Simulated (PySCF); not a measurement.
Molecule: `CCC(O)CC`, C5H12O.

Cartesian coordinates in Å; atom numbers follow the order of the lines, from 1:
```xyz
18

C     2.522    0.366   -0.173
C     1.221   -0.289   -0.604
C     0.003    0.238    0.148
O     0.155    0.088    1.544
C    -1.301   -0.388   -0.338
C    -2.530    0.173    0.356
H     3.390   -0.077   -0.685
H     2.666    0.259    0.912
H     2.516    1.445   -0.397
H     1.058   -0.149   -1.687
H     1.276   -1.383   -0.449
H    -0.056    1.332   -0.008
H     0.231   -0.856    1.725
H    -1.377   -0.251   -1.431
H    -1.240   -1.481   -0.176
H    -2.651    1.247    0.142
H    -2.436    0.066    1.447
H    -3.449   -0.339    0.033
```

Spin–spin couplings on one PBE0-D3(BJ)/def2-SVP geometry, PySCF 2.14, gas phase, non-relativistic, equivalent pairs averaged (without the spin–dipole term); isotopes $^{13}$C; functional B3LYP.

Reference values (Hz): $^{1}J$(C1,C2) = 35.0 (measured; liquid or solution; F. J. Weigert, PhD thesis, Caltech 1968 (Carbon-13 magnetic resonance spectroscopy)); $^{1}J$(C2,C3) = 37.9 (measured; liquid or solution; F. J. Weigert, PhD thesis, Caltech 1968 (Carbon-13 magnetic resonance spectroscopy)).

Problem. How do the couplings (Hz) change with the basis set? Times are CPU seconds on 1 thread of an Arm Neoverse V1, shared host. Far from the basis limit: 6-31G*, pcJ-0, 6-31G-J, def2-TZVP.

Solution. 
| basis set | functions | $^{1}J$(C1,C2) | $^{1}J$(C2,C3) | mean abs. error | core-s |
| --- | --- | --- | --- | --- | --- |
| 6-31G* | 108 | 50.8 | 53.5 | 15.7 | 13 |
| pcJ-0 | 114 | 29.7 | 27.5 | 7.8 | 13 |
| 6-31G-J | 120 | 38.6 | 37.0 | 2.2 | 15 |
| def2-TZVP | 258 | 36.7 | 36.7 | 1.4 | 48 |
| pcJ-1 | 282 | 38.5 | 38.2 | 1.9 | 64 |

Errors compare magnitudes, without vibrational corrections, and the largest couplings weigh most in the mean. Closest: def2-TZVP; furthest: 6-31G*.

The Fermi-contact term samples the wavefunction at the nucleus, which is why sets with added tight s functions (names with J) are made for couplings. Agreement of an ordinary basis with the reference is then largely a cancellation of errors.
